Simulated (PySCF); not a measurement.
**Basis-set dependence of NaSi⁺ at r²SCAN**

PySCF, UKS reference; triplet, unpaired electrons σ ↑, π ↑; De to Na⁺ + Si without counterpoise correction.

| basis | relativity | functions | Re (Å) | ωe (cm⁻¹) | De (eV) | μ (D) |
| --- | --- | --- | --- | --- | --- | --- |
| 3-21G | no relativity | 26 | 3.291 | 132 | 0.49 | -6.32 |
| pcseg-1 | no relativity | 28 | 3.251 | 127 | 0.42 | -6.03 |
| pcseg-2 | no relativity | 53 | 3.147 | 150 | 0.48 | -5.68 |

(1) How does each smaller set differ from the one with most functions, pcseg-2?

A positive dipole points towards Si; it is taken about the centre of mass and depends on that origin. For an ion De counts to the pair picked by the measured ionisation energies or electron affinities, which need not be the lowest pair at this level. 3-21G is very small, so such numbers show the basis as much as the molecule. The state was picked by a PBE0 search and need not be the measured ground state.

Results:

(1) 3-21G: +14.4 pm, -12.0 % in ωe, +0.01 eV in De; pcseg-1: +10.4 pm, -15.3 % in ωe, -0.06 eV in De. All at r²SCAN; the set with most functions is neither the basis-set limit nor always the best.
